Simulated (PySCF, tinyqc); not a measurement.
Inside a calculation. Method: RHF in the sto-3g basis, for OH-, spin multiplicity 1. The basis has no diffuse functions, so it cannot describe the extra electron: this is an exercise in the method, not the real anion. The lowest restricted solution is unstable here: a spin-polarised one lies 0.0048 hartree lower (PySCF). One step of it, computed by the program tinyqc.

Problem. Orthogonalisation. S = U s U^T; symmetric (Loewdin) form X = U s^(-1/2) U^T, so that X^T S X = 1.

overlap S, lower triangle:
```
           1O 1s     1O 2s    1O 2px    1O 2py    1O 2pz     2H 1s
1O 1s   1.000000
1O 2s   0.236704  1.000000
1O 2px  0.000000  0.000000  1.000000
1O 2py  0.000000  0.000000  0.000000  1.000000
1O 2pz  0.000000  0.000000  0.000000  0.000000  1.000000
2H 1s   0.012407  0.166358  0.000000  0.000000  0.169002  1.000000
```

Give: eigenvalues of S; X.

Solution.

eigenvalues of S: 0.6971  0.8642  1.0000  1.0000  1.1234  1.3153

X, lower triangle:
```
          1O 1s    1O 2s  1O 2px  1O 2py   1O 2pz   2H 1s
1O 1s    1.0221
1O 2s   -0.1241   1.0333
1O 2px   0.0000   0.0000  1.0000
1O 2py   0.0000   0.0000  0.0000  1.0000
1O 2pz  -0.0014   0.0113  0.0000  0.0000   1.0112
2H 1s    0.0094  -0.0883  0.0000  0.0000  -0.0876  1.0222
```
